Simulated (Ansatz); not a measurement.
Ansatz (a first-principles code) input (HF/3-21G): The .json file is the Basis Set Exchange's 3-21G.

Ansatz 0.2 input:
```yaml
crystal:
  periodic: [false, false, false]
  atoms:
    - {symbol: H, position_ang: [0.01442367, 0.07928857, 2.15319681]}
    - {symbol: N, position_ang: [0.00786967, 0.06771420, 1.16011432]}
    - {symbol: C, position_ang: [0.00681770, 1.17119212, 0.33684680]}
    - {symbol: C, position_ang: [-0.00187379, -1.06449795, 0.35343267]}
    - {symbol: C, position_ang: [-0.00331046, 0.78010674, -0.97365906]}
    - {symbol: C, position_ang: [-0.00882064, -0.65726492, -0.95112908]}
    - {symbol: H, position_ang: [-0.00298609, -2.04361409, 0.77177671]}
    - {symbol: H, position_ang: [-0.00647156, 1.40814776, -1.83319625]}
    - {symbol: H, position_ang: [-0.01693058, -1.29503764, -1.80552544]}
basis:
  gaussian:
    orbitals: 3-21G.json
hamiltonian:
  xc: {name: HF}
magnetization: {spin_polarized: true, initial_magnetization: 1}
phonons: {temperatures: {t_min: 298.15, t_max: 298.15, t_step: 100}}
```

Task: Which harmonic wavenumbers does it give?

Result: 596, 659, 668, 824, 899, 964, 980, 1030, 1062, 1105, 1133, 1214, 1360, 1436, 1508, 1539, 1647, 3430, 3453, 3463, 3869 cm⁻¹ (unscaled; negative means imaginary).

The determinant is spin-contaminated: <S^2> is 1.01 against 0.75 for a pure state.
